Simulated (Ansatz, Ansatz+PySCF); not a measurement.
```yaml
atoms:
  - { symbol: Cr, position_ang: [0.0000, 0.0000, -0.0718] }
  - { symbol: H, position_ang: [0.0000, 0.0000, 1.7231] }
```

Basis set: cc-pVTZ (spherical functions). Frozen core: 5 orbitals. Charge 0, multiplicity 6.

Computed with Ansatz (development build ahead of 0.2.0); each method stands on the lowest determinant of its kind that the runs found.

The atomization energy at this shape (free ground-state atoms in the same class of orbitals less the molecule, no zero-point energy) of sextet CrH:

```csv
method,atomization energy
UHF-MP2,21.03 kcal/mol
```

Q: What does UHF give?

A: 23.91 kcal/mol. Caution for UHF-MP2: bonds are stretched, where a single reference can fail.
